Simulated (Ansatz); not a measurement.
Worked example: HNC⁺, doublet against HNC, singlet

Geometry (PBE0/def2-TZVP stationary point of a singlet), kept for both states (HNC, singlet: Σ⁺; HNC⁺, doublet: Σ⁺):

```yaml
atoms:
  - { symbol: N, position_ang: [0.0000, 0.0000, 0.0555] }
  - { symbol: C, position_ang: [0.0000, 0.0000, -1.1080] }
  - { symbol: H, position_ang: [0.0000, 0.0000, 1.0525] }
```

Basis 6-31G; Ansatz 0.2.0. Only valence electrons are correlated (noble-gas cores frozen). Prefix R: restricted or restricted open-shell reference; prefix U: unrestricted.

Full CI is exact within this basis and frozen core; it isn't the basis-set limit. The frozen core follows each run's orbitals, which can shift R against U totals by a few meV.

Unrestricted rows (U, and Kohn–Sham where it breaks symmetry) aren't spin-pure: their determinants' ⟨S²⟩ exceeds S(S+1) by up to 0.48, so they mix in states of higher spin.

```
   level  E(HNC, singlet) (hartree)  E(HNC⁺, doublet) (hartree)
     UHF                 -92.814657                  -92.427919
    UMP2                 -93.003884                  -92.576346
UCCSD(T)                 -93.019335                  -92.618139
     PBE                 -93.252664                  -92.822193
  r2SCAN                 -93.309814                  -92.878379
 full CI                 -93.020398                  -92.621143
```

**Question.** Give the vertical gap, HNC⁺ doublet less HNC singlet, at each level in eV (1 hartree = 27.2114 eV), and each error against full CI.

**Answer.** full CI: (-92.621143 − (-93.020398)) × 27.2114 = 10.864 eV (the reference)
r2SCAN: (-92.878379 − (-93.309814)) × 27.2114 = 11.740 eV, error 0.876 eV
PBE: (-92.822193 − (-93.252664)) × 27.2114 = 11.714 eV, error 0.850 eV
UCCSD(T): (-92.618139 − (-93.019335)) × 27.2114 = 10.917 eV, error 0.053 eV
UMP2: (-92.576346 − (-93.003884)) × 27.2114 = 11.634 eV, error 0.770 eV
UHF: (-92.427919 − (-92.814657)) × 27.2114 = 10.524 eV, error -0.340 eV

Total energies of functionals can't be set beside those of wave-function methods, since they hold the core's correlation and their own absolute errors; only the differences compare.

The set has no polarisation functions, so the order and spacing of states can differ from the basis-set limit.

In so small a basis the reference is far from its limit while semilocal and hybrid functionals are nearer theirs, so the functionals' errors here hold much of the reference's basis and frozen-core error, which can add to them or hide them.

Each level lands on the state that its own search finds. T1 diagnostics of restricted CCSD: 0.020 and 0.036.
